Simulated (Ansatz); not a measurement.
How far each method lies from full CI for AsH3⁺, doublet

Geometry: a point of a stretch scan, not a stationary point.

| atom | x (Å) | y (Å) | z (Å) |
| --- | --- | --- | --- |
| As | 0.0034 | -0.0057 | -0.0181 |
| H | 1.4395 | 0.0081 | 0.4040 |
| H | -0.9860 | 1.6690 | 0.5415 |
| H | -0.7051 | -1.2569 | 0.3979 |

Basis 6-31G (Cartesian d functions); Ansatz 0.2.0. Only valence electrons are correlated (noble-gas cores and the filled d shells of p-block atoms frozen), which leaves 7 electrons in 21 orbitals. Prefix R: restricted or restricted open-shell reference; prefix U: unrestricted. Active spaces: pair = (3e, 3o) about the gap; valence = (7e, 7o) chosen from the atoms' valence shells. No spin–orbit coupling is included, and no scalar relativity.

Full CI is exact within this basis and frozen core; it isn't the basis-set limit. The frozen core follows each run's orbitals, which can shift R against U totals by a few meV for light atoms and by up to 0.1 eV past Ca.

For open shells CISD is restricted-active-space CI with the open shells as a complete middle space.

The UHF ⟨S²⟩ is 0.839 and the T1 diagnostic (RCCSD) is 0.0147. The largest doubles amplitude (RCCSD) is 0.127.

```
                   level  E − E(full CI) (kcal/mol)  share of correlation (%)  wall time
                     RHF                      55.97                      0.00          –
                    RMP2                      17.99                     67.86          –
                    CISD                       3.45                     93.83     0.42 s
                   RCCSD                       1.27                     97.73          –
                RCCSD(T)                       0.38                     99.32        1 s
                 BCCD(T)                       0.38                     99.33     0.94 s
                  RCCSDT                       0.05                     99.92          –
               RCCSDT(Q)                       0.01                     99.98      2.7 s
     CASSCF (pair space)                      36.66                     34.51          –
     NEVPT2 (pair space)                      10.56                     81.13     0.45 s
     MRCISD (pair space)                       1.33                     97.63          –
   MRCISD+Q (pair space)                      -0.12                    100.22     0.54 s
  CASSCF (valence space)                      12.17                     78.26          –
  NEVPT2 (valence space)                       2.66                     95.24      1.2 s
  MRCISD (valence space)                       0.27                     99.51          –
MRCISD+Q (valence space)                       0.15                     99.74      1.7 s
```

The correlation energy at full CI, counted from RHF, is -2.427 eV. That run took 15 s on 1 thread of Arm Neoverse V2, shared host over 3,978,900 determinants.

Run but not shown, since their state or frozen core can't be matched to the reference's or they repeat it: UHF, UMP2, UCCSD, UCCSD(T), UCCSDT, UCCSDT(Q).

Times hold each run's SCF and search for its determinant on a shared host, so for small cases they say little of a method's own cost; they ran on 1 thread of Arm Neoverse V2.

Not variational, and here over 5 meV under the exact energy: MRCISD+Q (pair space).

The full-CI state has the irrep A' of Cs, in the program's axes.

Natural occupations of full CI about the gap: 1.977 1.958 1.897 0.996 0.097 0.032 0.028 0.004 0.003 0.002; effectively unpaired electrons, Σ n²(2−n)², 1.09.
